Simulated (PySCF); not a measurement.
# A diatomic session: P₂+, part 2 of 2

PySCF 2.14.0; P 6-311G(d,p); no relativity.

## 11. LC-ωPBE (range-separated hybrid)

Log of the SCF at 1.972 Å:

```text
[... 13 set-up lines left out, the same as in an earlier log ...]
max_memory 909 MB (current use 344 MB)
[... 3 set-up lines left out, the same as in an earlier log ...]
XC functionals = LC_WPBE
    O. A. Vydrov and G. E. Scuseria.,  J. Chem. Phys. 125, 234109 (2006)
[... 2 set-up lines left out, the same as in an earlier log ...]
init E= -682.06645807406
cycle= 1 E= -682.068495720002  delta_E= -0.00204  |g|= 0.012  |ddm|= 0.0802
cycle= 2 E= -682.068578527269  delta_E= -8.28e-05  |g|= 0.0038  |ddm|= 0.0222
cycle= 3 E= -682.068585093661  delta_E= -6.57e-06  |g|= 0.00106  |ddm|= 0.00464
cycle= 4 E= -682.068586197958  delta_E= -1.1e-06  |g|= 8.93e-05  |ddm|= 0.00286
cycle= 5 E= -682.068586208057  delta_E= -1.01e-08  |g|= 1.97e-05  |ddm|= 0.000244
cycle= 6 E= -682.06858620855  delta_E= -4.93e-10  |g|= 6.36e-06  |ddm|= 3.94e-05
Extra cycle  E= -682.068586208607  delta_E= -5.7e-11  |g|= 2.7e-06  |ddm|= 1.36e-05
converged SCF energy = -682.068586208607  <S^2> = 0.75273361  2S+1 = 2.0027317
```

Re = 1.928 Å, ωe = 798 cm⁻¹, ωexe = 2.18 cm⁻¹, αe = 0.00119 cm⁻¹, Be = 0.2927 cm⁻¹, De = 4.03 eV. 8 s of CPU time for 12 points, integrals apart.

## 12. UHF

The SCF at the reference distance, 1.972 Å, printed:

```text
******** <class 'pyscf.scf.uhf_symm.SymAdaptedUHF'> ********
method = SymAdaptedUHF
[... 11 set-up lines left out, the same as in an earlier log ...]
max_memory 909 MB (current use 356 MB)
[... 1 set-up line left out, the same as in an earlier log ...]
Overwritten attributes  get_occ get_hcore get_jk get_j get_k  of <class 'pyscf.scf.uhf_symm.SymAdaptedUHF'>
<class 'pyscf.scf.uhf_symm.SymAdaptedUHF'> does not have attributes  refdm
[... 1 set-up line left out, the same as in an earlier log ...]
init E= -681.098235008342
cycle= 1 E= -681.111342647844  delta_E= -0.0131  |g|= 0.0299  |ddm|= 0.131
cycle= 2 E= -681.111744479425  delta_E= -0.000402  |g|= 0.0061  |ddm|= 0.0377
cycle= 3 E= -681.111783903767  delta_E= -3.94e-05  |g|= 0.00171  |ddm|= 0.0142
cycle= 4 E= -681.111786805622  delta_E= -2.9e-06  |g|= 0.000487  |ddm|= 0.00367
cycle= 5 E= -681.11178712425  delta_E= -3.19e-07  |g|= 0.000148  |ddm|= 0.00139
cycle= 6 E= -681.111787167714  delta_E= -4.35e-08  |g|= 3.16e-05  |ddm|= 0.000563
cycle= 7 E= -681.111787169804  delta_E= -2.09e-09  |g|= 5.97e-06  |ddm|= 0.00013
cycle= 8 E= -681.111787169862  delta_E= -5.81e-11  |g|= 1.57e-06  |ddm|= 1.64e-05
Extra cycle  E= -681.111787169868  delta_E= -5.34e-12  |g|= 8.27e-07  |ddm|= 2.63e-06
converged SCF energy = -681.111787169868  <S^2> = 0.75510919  2S+1 = 2.0051027
```

Re = 1.924 Å, ωe = 813 cm⁻¹, ωexe = 2.22 cm⁻¹, αe = 0.00119 cm⁻¹, Be = 0.2940 cm⁻¹, De = 1.74 eV.

## 13. MP2 and coupled cluster

Reference: UHF; core orbitals frozen: 10; virtual orbitals above 20 hartree dropped in coupled cluster: 2. MP2 keeps all virtuals, so it differs from the MP2 energy in the coupled-cluster log.

The coupled-cluster run at the reference distance, 1.972 Å, printed:

```text
******** <class 'pyscf.cc.uccsd.UCCSD'> ********
CC2 = 0
CCSD nocc = (np.int64(5), np.int64(4)), nmo = (40, 40)
frozen orbitals [[0, 1, 2, 3, 4, 5, 6, 7, 8, 9, 50, 51], [0, 1, 2, 3, 4, 5, 6, 7, 8, 9, 50, 51]]
max_cycle = 80
direct = 0
conv_tol = 1e-07
conv_tol_normt = 1e-05
diis_space = 8
diis_start_cycle = 0
diis_start_energy_diff = 1e+09
max_memory 909 MB (current use 452 MB)
Init t2, MP2 energy = -0.189939192800419
Init E_corr(UCCSD) = -0.189939192801435
cycle = 1  E_corr(UCCSD) = -0.204595347876666  dE = -0.0146561551  norm(t1,t2) = 0.0811759
cycle = 2  E_corr(UCCSD) = -0.21307971655782  dE = -0.00848436868  norm(t1,t2) = 0.0292482
cycle = 3  E_corr(UCCSD) = -0.215841983692442  dE = -0.00276226713  norm(t1,t2) = 0.0136137
cycle = 4  E_corr(UCCSD) = -0.21674679226574  dE = -0.000904808573  norm(t1,t2) = 0.00418175
cycle = 5  E_corr(UCCSD) = -0.216606629832501  dE = 0.000140162433  norm(t1,t2) = 0.00145442
cycle = 6  E_corr(UCCSD) = -0.216618461781534  dE = -1.1831949e-05  norm(t1,t2) = 0.000289626
cycle = 7  E_corr(UCCSD) = -0.216623363547546  dE = -4.90176601e-06  norm(t1,t2) = 8.16677e-05
cycle = 8  E_corr(UCCSD) = -0.216621810144244  dE = 1.5534033e-06  norm(t1,t2) = 2.59333e-05
cycle = 9  E_corr(UCCSD) = -0.216622201655645  dE = -3.91511401e-07  norm(t1,t2) = 6.08266e-06
cycle = 10  E_corr(UCCSD) = -0.216622140616676  dE = 6.10389692e-08  norm(t1,t2) = 1.85093e-06
UCCSD converged
E(UCCSD) = -681.3284093104844  E_corr = -0.2166221406166762
UCCSD(T) correction = -0.0118499444811592
```

Correlation energy (eV) along the bond:

| R (Å) | MP2 | SCS-MP2 | CCSD | CCSD(T) | T1 |
| --- | --- | --- | --- | --- | --- |
| 1.696 | -4.673 | -4.683 | n/a | n/a | n/a |
| 1.775 | -4.787 | -4.790 | -5.581 | -5.835 | 0.014 |
| 1.854 | -4.922 | -4.917 | -5.696 | -5.976 | 0.015 |
| 1.913 | -5.039 | -5.027 | -5.792 | -6.092 | 0.016 |
| 1.972 | -5.169 | -5.148 | -5.895 | -6.217 | 0.017 |
| 2.031 | -5.312 | -5.282 | -6.003 | -6.350 | 0.018 |
| 2.110 | -5.523 | -5.480 | -6.157 | -6.537 | 0.020 |
| 2.209 | -5.822 | -5.757 | -6.361 | -6.786 | 0.022 |
| 2.327 | -6.230 | -6.136 | -6.618 | -7.104 | 0.024 |
| 2.485 | -6.856 | -6.715 | n/a | n/a | n/a |

UHF-MP2: Re = 2.000 Å, ωe = 633 cm⁻¹, ωexe = 4.06 cm⁻¹, αe = 0.00190 cm⁻¹, Be = 0.2722 cm⁻¹, De = 3.89 eV.

UHF-SCS-MP2: Re = 1.993 Å, ωe = 649 cm⁻¹, ωexe = 3.79 cm⁻¹, αe = 0.00180 cm⁻¹, Be = 0.2740 cm⁻¹, De = 3.81 eV.

UHF-CCSD: Re = 1.978 Å, ωe = 698 cm⁻¹, ωexe = 2.69 cm⁻¹, αe = 0.00145 cm⁻¹, Be = 0.2783 cm⁻¹, De = 3.66 eV.

UHF-CCSD(T): Re = 1.993 Å, ωe = 668 cm⁻¹, ωexe = 2.91 cm⁻¹, αe = 0.00155 cm⁻¹, Be = 0.2741 cm⁻¹, De = 3.93 eV.

## 14. The curves together

Energy (eV) from each level's lowest point:

| R (Å) | UHF | UHF-MP2 | UHF-SCS-MP2 | UHF-CCSD | UHF-CCSD(T) | LDA | PBE | r²SCAN | PBE0 | M06 | BHandHLYP | LC-ωPBE |
| --- | --- | --- | --- | --- | --- | --- | --- | --- | --- | --- | --- | --- |
| 1.696 | 1.395 | 1.853 | 1.823 | n/a | n/a | 1.802 | 1.946 | 1.801 | 1.713 | 1.735 | 1.550 | 1.399 |
| 1.775 | 0.525 | 0.869 | 0.846 | 0.801 | 0.869 | 0.837 | 0.932 | 0.822 | 0.759 | 0.777 | 0.642 | 0.536 |
| 1.854 | 0.101 | 0.310 | 0.294 | 0.261 | 0.304 | 0.289 | 0.343 | 0.274 | 0.236 | 0.247 | 0.165 | 0.109 |
| 1.913 | 0.000 | 0.092 | 0.084 | 0.065 | 0.087 | 0.080 | 0.107 | 0.070 | 0.051 | 0.057 | 0.016 | 0.000 |
| 1.972 | 0.038 | 0.000 | 0.000 | 0.000 | 0.000 | 0.000 | 0.003 | 0.000 | 0.000 | 0.000 | 0.000 | 0.028 |
| 2.031 | 0.183 | 0.002 | 0.011 | 0.036 | 0.012 | 0.019 | 0.000 | 0.031 | 0.051 | 0.046 | 0.086 | 0.161 |
| 2.110 | 0.497 | 0.104 | 0.128 | 0.197 | 0.139 | 0.156 | 0.112 | 0.187 | 0.236 | 0.223 | 0.317 | 0.458 |
| 2.209 | 1.021 | 0.330 | 0.374 | 0.517 | 0.414 | 0.449 | 0.378 | 0.507 | 0.593 | 0.570 | 0.731 | 0.960 |
| 2.327 | 1.761 | 0.662 | 0.735 | 1.000 | 0.836 | 0.906 | 0.806 | 0.996 | 1.130 | 1.090 | 1.333 | 1.673 |
| 2.485 | 2.821 | 1.096 | 1.216 | n/a | n/a | 1.587 | 1.457 | 1.717 | 1.919 | 1.857 | 2.204 | 2.699 |

The whole job (state search and all levels along the bond) took 1.9 min on 1 thread of Arm Neoverse V1 (shared host), peak memory 0.64 GiB.

## 15. Constants by level of theory

What follows sums up all 2 parts.

Lowest PBE0 solution found, without spin–orbit coupling: ²Πu (doublet), unpaired electrons π ↑. State 2 has its PBE0 minimum 0.35 eV higher. State 3 has its PBE0 minimum 1.62 eV higher. State 4 has its PBE0 minimum 2.06 eV higher, as a spin-mixed determinant (⟨S²⟩ = 1.76), so this is no gap between pure states. The other levels ran on the lowest alone.

| level | Re (Å) | ωe (cm⁻¹) | De (eV) |
| --- | --- | --- | --- |
| UHF | 1.924 | 813 | 1.74 |
| UHF-MP2 | 2.000 | 633 | 3.89 |
| UHF-SCS-MP2 | 1.993 | 649 | 3.81 |
| UHF-CCSD | 1.978 | 698 | 3.66 |
| UHF-CCSD(T) | 1.993 | 668 | 3.93 |
| LDA | 1.988 | 675 | 5.79 |
| PBE | 2.003 | 662 | 5.02 |
| r²SCAN | 1.981 | 696 | 4.69 |
| PBE0 | 1.969 | 719 | 4.55 |
| M06 | 1.973 | 714 | 4.93 |
| BHandHLYP | 1.950 | 751 | 4.09 |
| LC-ωPBE | 1.928 | 798 | 4.03 |

De is counted to P+ + P in their ground configurations.

Differences from CCSD(T) in the same basis:

| level | Re (mÅ) | ωe (%) |
| --- | --- | --- |
| UHF | -69 | +21.8 |
| UHF-MP2 | +7 | -5.2 |
| UHF-SCS-MP2 | 0 | -2.8 |
| UHF-CCSD | -15 | +4.5 |
| LDA | -4 | +1.1 |
| PBE | +10 | -0.9 |
| r²SCAN | -12 | +4.3 |
| PBE0 | -23 | +7.6 |
| M06 | -20 | +6.8 |
| BHandHLYP | -43 | +12.5 |
| LC-ωPBE | -64 | +19.5 |

Time per point (s) on 1 thread of Arm Neoverse V1, shared host (CPU time, shared integrals of 0.058 s apart; correlated levels include their reference; CCSD comes with the CCSD(T) run); the times are rough: UHF 0.15, UHF-MP2 0.23, UHF-SCS-MP2 0.23, LDA 0.39, PBE 0.61, r²SCAN 0.87, PBE0 0.83, M06 0.92, BHandHLYP 0.47, LC-ωPBE 0.67; the reference 2.

Cheap and still within 10 mÅ and 2.5 % of CCSD(T): LDA (0.39 s), against 2 s for the dearest run.

**Reading.** Against CCSD(T) in the same basis, the bond length is nearest at UHF-SCS-MP2 (0 mÅ) and farthest at UHF (-69 mÅ); the wavenumber is nearest at PBE (-0.9 %) and farthest at UHF (+21.8 %). Hartree–Fock makes the bond too short and too stiff against this reference, as it mostly does. PBE gives a bond that is too long and too soft, as GGAs tend to. CCSD(T) in a basis this small is itself some way from its limit, more so than the functionals. Of the levels with a De here, UHF gives the least (1.74 eV) and LDA the most (5.79 eV).

Correlated steps freeze 10 core orbitals. At UHF the stretched side of the curve climbs above De, by a hump or because the determinant held fixed goes to a higher limit.
